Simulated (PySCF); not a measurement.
Q: Write a Z-matrix for `C1=CCC[CH+]1` as optimised with GFN2-xTB. (Charge +1.)

A: 
Z-matrix in Å and degrees, rows numbered from 1:
```
C 
C   1  1.3828
C   2  1.4562  1  111.10
C   3  1.5230  2  104.46  1    -0.06
C   1  1.3827  2  108.87  3     0.01
H   1  1.0757  2  125.57  3  -179.99
H   2  1.0787  1  125.21  3   179.99
H   3  1.0969  2  111.04  1  -122.77
H   3  1.0970  2  111.08  1   122.59
H   4  1.0970  3  113.45  2  -120.96
H   4  1.0969  3  113.49  2   121.16
H   5  1.0786  1  125.21  2  -179.97
```

The 5-membered ring C1–C2–C3–C4–C5 has internal angles of 104.4° to 111.1° (sum 540°, against 540° for a flat polygon); it is planar, 0.00 Å rms from its mean plane, widest ring torsion 0°. C1 (carbon bonded to 2 C and H) is planar (angles 125.6°, 125.6° and 108.9°, sum 360.0°, 0.00 Å off the plane of its three neighbours). C2 (carbon bonded to 2 C and H) is planar (angles 125.2°, 123.7° and 111.1°, sum 360.0°, 0.00 Å off the plane of its three neighbours). The 5 heavy atoms lie in one plane (0.000 Å rms).

The geometry is computed with GFN2-xTB (gas phase).

Point group: C2v (tolerance 0.08 Å). Stationary, but not proved a minimum.
